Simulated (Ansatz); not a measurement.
# CH3Si (doublet): from Hartree-Fock to the top rungs at distance Si1–C2 = 1.890 Å, cc-pVTZ

One table from this session's results is given with a row withheld; the runs are named, their logs left out.

Computed with Ansatz 0.2.0, Gaussian basis. Level: cc-pVTZ, core rule «outside noble gas», up to 6 orbitals frozen.

To be run: UHF; CCSD(T) on ROHF; CCSD(T) on UHF; BCCD(T) on ROHF; CCSDT(Q) on ROHF; CCSDT(Q) on UHF; CASSCF and NEVPT2, 3 electrons in 3 orbitals; CASSCF and NEVPT2, 11 electrons in 11 orbitals.

1 further run of the same task is left out (for a known fault of the program). Runs told in other sessions of the task aren't counted.

**The system**

The geometry derives from a PBE0/def2-TZVP stationary point (not a proven minimum). One bond is set to the value named and the two fragments are kept rigid.

5 atoms, charge 0, spin multiplicity 2.

Atoms are counted from 1 here; the program's logs count them from 0.

Bond lengths: Si1–C2 1.890 Å, Si1–H3 1.488 Å, Si1–H4 1.488 Å, Si1–H5 1.492 Å. Angles: C2–Si1–H3 112.5°, C2–Si1–H4 112.5°, C2–Si1–H5 101.7°, H3–Si1–H4 109.7°, H3–Si1–H5 110.2°, H4–Si1–H5 110.2°.

Set-up of the first run:

Input file in.yaml:

```yaml
crystal:
  periodic: [false, false, false]
  atoms:
    - {symbol: Si, position_ang: [-0.002716, 0.000000, 0.492711]}
    - {symbol: C, position_ang: [0.023717, -0.000001, -1.396758]}
    - {symbol: H, position_ang: [0.630455, -1.216386, 1.069825]}
    - {symbol: H, position_ang: [0.630650, 1.216284, 1.069826]}
    - {symbol: H, position_ang: [-1.468051, 0.000117, 0.775218]}
basis:
  gaussian: {orbitals: cc-pVTZ}
magnetization: {spin_polarized: true, initial_magnetization: 1}
hamiltonian: {xc: hf}
output: {orbitals: {seedname: orbitals}}
```

Started as:

```bash
> ansatz run in.yaml --threads 1 --pin off --events-out ev --progress --plain --max-ram 2560MiB --backend cpu
```

Among the steps run: UHF; CCSD(T) on ROHF; CCSD(T) on UHF; BCCD(T) on ROHF; CCSDT(Q) on ROHF; CCSDT(Q) on UHF; CASSCF and NEVPT2, 3 electrons in 3 orbitals; CASSCF and NEVPT2, 11 electrons in 11 orbitals.

One table of the session follows, with a row left open; its other results are not shown here.

| method | from UCCSDT(Q) (kcal/mol) |
| --- | --- |
| ROHF | +176.79 |
| UHF | +166.09 |
| RMP2 | +35.66 |
| UMP2 | +36.87 |
| RCCSD | +6.99 |
| UCCSD | ? |
| RCCSD(T) | +1.32 |
| UCCSD(T) | +1.51 |
| BCCD(T) | +1.30 |
| RCCSDT | +0.29 |
| UCCSDT | +0.38 |
| RCCSDT(Q) | +0.05 |
| UCCSDT(Q) | 0 |
| CASSCF pair | +162.90 |
| NEVPT2 pair | +33.89 |
| CASSCF valence | +123.69 |
| NEVPT2 valence | +32.64 |

Estimate the missing values for UCCSD.

As computed: from UCCSDT(Q) (kcal/mol): +7.07. In the column «from UCCSDT(Q) (kcal/mol)» it lies between RCCSD (+6.99) and NEVPT2 valence (+32.64).

Caveats from the session: The determinant of HF (⟨S²⟩ 1.42) is far from a pure spin state, so its energy mixes those of several spin states; that is harmless only where they are near-degenerate. The determinant of CCSD(T) (⟨S²⟩ 1.42) is far from a pure spin state, so its energy mixes those of several spin states; high orders of coupled cluster remove much of that, low ones don't. The determinant of CCSDT(Q) (⟨S²⟩ 1.42) is far from a pure spin state, so its energy mixes those of several spin states; high orders of coupled cluster remove much of that, low ones don't. Restricted and unrestricted rows rest on different reference determinants; a gap between their highest levels can come from leftover correlation error, from unlike frozen cores or from another state.
